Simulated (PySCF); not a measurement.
Molfile (atoms numbered from 1):
```
C6H12
     RDKit          3D

 18 17  0  0  0  0  0  0  0  0999 V2000
   -1.8744   -0.8823   -0.8998 C   0  0  0  0  0  0  0  0  0  0  0  0
   -1.2621    0.4029   -0.4450 C   0  0  0  0  0  0  0  0  0  0  0  0
    0.0144    0.6392   -0.1690 C   0  0  0  0  0  0  0  0  0  0  0  0
    0.4730    1.9957    0.2810 C   0  0  0  0  0  0  0  0  0  0  0  0
    1.1050   -0.3982   -0.2468 C   0  0  0  0  0  0  0  0  0  0  0  0
    1.2005   -1.1984    1.0535 C   0  0  0  0  0  0  0  0  0  0  0  0
   -2.6326   -1.2037   -0.1851 H   0  0  0  0  0  0  0  0  0  0  0  0
   -2.3720   -0.7366   -1.8592 H   0  0  0  0  0  0  0  0  0  0  0  0
   -1.1420   -1.6764   -1.0048 H   0  0  0  0  0  0  0  0  0  0  0  0
   -1.9725    1.2150   -0.3420 H   0  0  0  0  0  0  0  0  0  0  0  0
    1.0336    1.9177    1.2117 H   0  0  0  0  0  0  0  0  0  0  0  0
    1.1336    2.4344   -0.4675 H   0  0  0  0  0  0  0  0  0  0  0  0
   -0.3678    2.6672    0.4355 H   0  0  0  0  0  0  0  0  0  0  0  0
    2.0597    0.0999   -0.4291 H   0  0  0  0  0  0  0  0  0  0  0  0
    0.9248   -1.0821   -1.0779 H   0  0  0  0  0  0  0  0  0  0  0  0
    1.3942   -0.5371    1.8950 H   0  0  0  0  0  0  0  0  0  0  0  0
    2.0072   -1.9260    0.9951 H   0  0  0  0  0  0  0  0  0  0  0  0
    0.2686   -1.7251    1.2428 H   0  0  0  0  0  0  0  0  0  0  0  0
  1  2  1  0
  2  3  2  0
  3  4  1  0
  3  5  1  0
  5  6  1  0
  1  7  1  0
  1  8  1  0
  1  9  1  0
  2 10  1  0
  4 11  1  0
  4 12  1  0
  4 13  1  0
  5 14  1  0
  5 15  1  0
  6 16  1  0
  6 17  1  0
  6 18  1  0
M  END
```

Geometry: GFN2-xTB; GIAO absolute shieldings from PySCF, gas phase, non-relativistic, averaged over equivalent atoms.

At KT2/pcSseg-1 (162 basis functions, 33 s wall time on 1 thread of an AMD EPYC 7R13, shared host):
```tsv
atoms	σ (ppm)
C3	49.0
C2	67.7
C5	156.2
C4	158.0
C1	168.5
C6	169.2
H10	26.23
H14/H15	29.45
H11/H12/H13	29.79
H7/H8/H9	29.84
H16/H17/H18	30.63
```

Predict the values at PBE0/def2-SVPD on the same geometry.

Answers


```json
{"atoms": "C3", "σ at PBE0/def2-SVPD": "57.6", "change": "+8.6"}
{"atoms": "C2", "σ at PBE0/def2-SVPD": "76.2", "change": "+8.5"}
{"atoms": "C5", "σ at PBE0/def2-SVPD": "167.9", "change": "+11.7"}
{"atoms": "C4", "σ at PBE0/def2-SVPD": "169.6", "change": "+11.6"}
{"atoms": "C1", "σ at PBE0/def2-SVPD": "180.5", "change": "+12.0"}
{"atoms": "C6", "σ at PBE0/def2-SVPD": "181.1", "change": "+11.9"}
{"atoms": "H10", "σ at PBE0/def2-SVPD": "26.30", "change": "+0.07"}
{"atoms": "H14/H15", "σ at PBE0/def2-SVPD": "29.76", "change": "+0.31"}
{"atoms": "H11/H12/H13", "σ at PBE0/def2-SVPD": "30.07", "change": "+0.28"}
{"atoms": "H7/H8/H9", "σ at PBE0/def2-SVPD": "30.14", "change": "+0.30"}
{"atoms": "H16/H17/H18", "σ at PBE0/def2-SVPD": "30.85", "change": "+0.22"}
```

The largest change is at C1 (allylic methyl carbon). Cost: 216 basis functions, 31 s wall time on 1 thread of an AMD EPYC 7R13, shared host. The order of the carbon signals is the same at both levels.
